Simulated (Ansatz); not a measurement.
A relaxation, step by step

C2H3F, closed shell, PBE0-D4/def2-TZVP (Ansatz 0.2.0). Settings:

```yaml
hamiltonian: {xc: pbe0, dispersion: d4}
relax: {f_tol: 0.005, max_steps: 200}
```

Start, a step off a saddle point along its unstable mode:

```csv
atom,x (Å),y (Å),z (Å)
H1,0.0625,-0.8942,0.3282
C2,0.3450,0.0918,0.2823
C3,-0.1801,-0.1538,-1.0766
F4,-1.4918,0.1448,-0.9474
H5,1.4432,0.0805,0.3863
H6,-0.1789,0.7309,1.0273
```

```
               step  energy less the last (meV)  largest force component (eV/Å)
                  1                       503.4                           3.788
                  2                       181.0                           0.999
                  3                        62.6                           1.000
                  4                        53.9                           0.825
                  5                         9.6                           0.391
 6 (rejected trial)                        42.1                           1.072
                  7                         1.5                           0.062
                  8                         0.6                           0.056
                  9                         0.5                           0.111
10 (rejected trial)                         8.6                           0.339
                 11                         0.1                           0.052
                 12                         0.0                           0.009
13 (rejected trial)                         0.0                           0.019
                 14                         0.0                           0.001
                 15                         0.0                           0.001
```

Step 11, positions (Å) and forces (eV/Å):

```csv
atom,x,y,z,Fx,Fy,Fz
H1,0.244,-1.060,0.659,0.001,0.001,-0.001
C2,0.305,-0.024,0.287,0.003,0.002,0.013
C3,-0.235,-0.130,-1.084,-0.052,0.019,-0.006
F4,-1.450,0.377,-1.069,0.050,-0.019,-0.003
H5,1.373,0.196,0.242,-0.007,0.001,-0.002
H6,-0.237,0.641,0.966,0.006,-0.003,-0.002
```

Step 12, positions (Å) and forces (eV/Å):

```tsv
atom	x	y	z	Fx	Fy	Fz
H1	0.250	-1.062	0.664	0.002	0.006	-0.003
C2	0.303	-0.027	0.288	-0.005	-0.009	0.001
C3	-0.238	-0.136	-1.083	-0.004	0.003	0.003
F4	-1.446	0.386	-1.073	0.005	-0.002	-0.003
H5	1.370	0.200	0.238	0.004	-0.001	-0.003
H6	-0.238	0.639	0.967	-0.003	0.003	0.005
```

Step 14, positions (Å) and forces (eV/Å):

```json
{"atom": "H1", "x": "0.253", "y": "-1.062", "z": "0.665", "Fx": "0.000", "Fy": "0.000", "Fz": "0.000"}
{"atom": "C2", "x": "0.302", "y": "-0.028", "z": "0.288", "Fx": "0.000", "Fy": "0.000", "Fz": "0.000"}
{"atom": "C3", "x": "-0.239", "y": "-0.138", "z": "-1.082", "Fx": "-0.001", "Fy": "0.000", "Fz": "0.001"}
{"atom": "F4", "x": "-1.445", "y": "0.389", "z": "-1.075", "Fx": "0.001", "Fy": "0.000", "Fz": "-0.001"}
{"atom": "H5", "x": "1.368", "y": "0.201", "z": "0.236", "Fx": "0.000", "Fy": "0.001", "Fz": "0.000"}
{"atom": "H6", "x": "-0.239", "y": "0.638", "z": "0.968", "Fx": "0.000", "Fy": "-0.001", "Fz": "0.000"}
```

Last step (15):

H1  (0.257, -1.063, 0.667)
C2  (0.301, -0.029, 0.289)
C3  (-0.241, -0.142, -1.081)
F4  (-1.443, 0.393, -1.077)
H5  (1.367, 0.203, 0.234)
H6  (-0.240, 0.637, 0.968)
(Å)

The run took about 18 s on 2 CPU threads of an Arm Neoverse V1 (shared host).
